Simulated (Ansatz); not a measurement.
C5H12S, SMILES `CCCCCS` from Hartree–Fock to CCSD(T)

```xyz
18

C     1.0429    1.2964   -1.9666
C     0.5239    0.1322   -1.1408
C    -0.5290    0.5593   -0.1307
C    -1.1582   -0.5891    0.6435
C    -0.1942   -1.4284    1.4670
S     0.7675   -0.5105    2.7006
H     0.2344    1.7712   -2.5298
H     1.4906    2.0609   -1.3258
H     1.8033    0.9756   -2.6822
H     0.1036   -0.6338   -1.8042
H     1.3647   -0.3398   -0.6215
H    -0.0829    1.2687    0.5742
H    -1.3255    1.1015   -0.6529
H    -1.9366   -0.1953    1.3063
H    -1.6670   -1.2646   -0.0564
H    -0.7239   -2.2411    1.9669
H     0.5638   -1.8917    0.8312
H    -0.2776   -0.0714    3.4211
```

Total charge 0; spin multiplicity 1. All single points use the PBE0-D4/def2-TZVP geometry. It is one conformer, not always the lowest. Frozen core, restricted reference, Ansatz 0.2.0. CBS rows extrapolate triple and quadruple zeta; past MP2 they add the triple-zeta difference.

```
     basis     HF (Eh)  MP2 corr.  CCSD corr.       (T)  CCSD(T) total
  def2-SVP  -593.59447   -0.85930    -0.94340  -0.02818     -594.56605
def2-TZVPP  -593.94519   -1.06289    -1.13618  -0.04630     -595.12767
def2-QZVPP  -593.96582   -1.13330           –         –              –
 CBS(def2)  -593.96867   -1.18545    -1.25874     as TZ     -595.27371
```
